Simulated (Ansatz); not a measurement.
Molecule (SMILES): [C]#N (C-N), doublet.
Atoms: C1, N2. Bonds: C1-N2.

Basis-set convergence of the highest harmonic wavenumber at PBE with Ansatz (a program for electronic structure). Each level at its own minimum, finite differences of forces, unscaled; the reference is a large set that could be run, not a limit. All functions are spherical. The program fits the integrals of some runs and decomposes those of others, by size. Open shells are unrestricted. No added dispersion term, no relativity. Reference: the value in aug-pcseg-3, 2091 cm⁻¹. Deviations are taken from unrounded values.

```csv
basis,functions,highest harmonic wavenumber (cm⁻¹)
cc-pVDZ,28,2090
aug-cc-pVDZ,46,2080
def2-SVP,28,2117
def2-SVPD,40,2122
pcseg-1,28,2100
aug-pcseg-1,46,2100
6-311G**,36,2093
6-311+G**,44,2088
cc-pVTZ,60,2092
aug-cc-pVTZ,92,2089
pcseg-2,60,2091
aug-pcseg-2,92,2091
def2-TZVPP,62,2093
def2-TZVPPD,74,2093
cc-pVQZ,110,2092
aug-cc-pVQZ,160,2091
def2-QZVPP,114,2091
def2-QZVPPD,126,2091
pcseg-3,120,2091
aug-pcseg-3,170,2091
```

What the diffuse functions change, pair by pair:
- cc-pVDZ to aug-cc-pVDZ: 18 more functions, deviation -2 to -11 cm⁻¹
- def2-SVP to def2-SVPD: 12 more functions, deviation 26 to 31 cm⁻¹
- pcseg-1 to aug-pcseg-1: 18 more functions, deviation 9 to 9 cm⁻¹
- 6-311G** to 6-311+G**: 8 more functions, deviation 2 to -3 cm⁻¹
- cc-pVTZ to aug-cc-pVTZ: 32 more functions, deviation 1 to -2 cm⁻¹
- pcseg-2 to aug-pcseg-2: 32 more functions, deviation -1 to 0 cm⁻¹
- def2-TZVPP to def2-TZVPPD: 12 more functions, deviation 2 to 2 cm⁻¹
- cc-pVQZ to aug-cc-pVQZ: 50 more functions, deviation 1 to 0 cm⁻¹
- def2-QZVPP to def2-QZVPPD: 12 more functions, deviation 0 to 0 cm⁻¹
- pcseg-3 to aug-pcseg-3: 50 more functions, deviation 0 to 0 cm⁻¹

Leaving out the reference's own pair, they bring the value nearer the reference by more than 1 cm⁻¹ in 1 of 9 pairs.
